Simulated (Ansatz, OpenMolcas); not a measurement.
NO+ (nitrosonium): methods side by side

The species is NO+ (2 atoms), meant as a singlet with charge +1. SMILES: `N#[O+]`. The bond length is the measured one.

```
atom   x (Å)   y (Å)   z (Å)
   N  0.0000  0.0000  0.0000
   O  0.0000  0.0000  1.0632
```

Each level gives the energy change with the N1–O2 bond stretched from 1.063 to 1.329 Å (eV). The values are calculated.

| level | kind | program | value (eV) |
| --- | --- | --- | --- |
| HF/STO-3G (restricted) | Hartree–Fock | OpenMolcas | 1.72 |
| BLYP/STO-3G (restricted) | GGA | Ansatz | -1.28 |
| revPBE/STO-3G (restricted) | GGA | Ansatz | -1.18 |
| M06-2X/STO-3G (restricted) | hybrid meta-GGA | OpenMolcas | 0.12 |
| MP2/STO-3G (restricted) | perturbation theory | Ansatz | -2.05 |
| BCCD(T)/STO-3G (restricted) | coupled cluster or CI | Ansatz | ? |
| CCSD(T)/STO-3G (restricted) | coupled cluster or CI | Ansatz | ? |
| CCSD/STO-3G (restricted) | coupled cluster or CI | Ansatz | -0.70 |
| FCI/STO-3G | exact in the basis | Ansatz | -1.07 |

Estimate the missing values from the other rows.

As computed at these levels: BCCD(T)/STO-3G (restricted): -0.96 eV; CCSD(T)/STO-3G (restricted): -0.95 eV. The first shape isn't each level's own minimum. The values span -2.05 to 1.72 eV. All rows use very small basis sets, so even the best lies far from the true value.
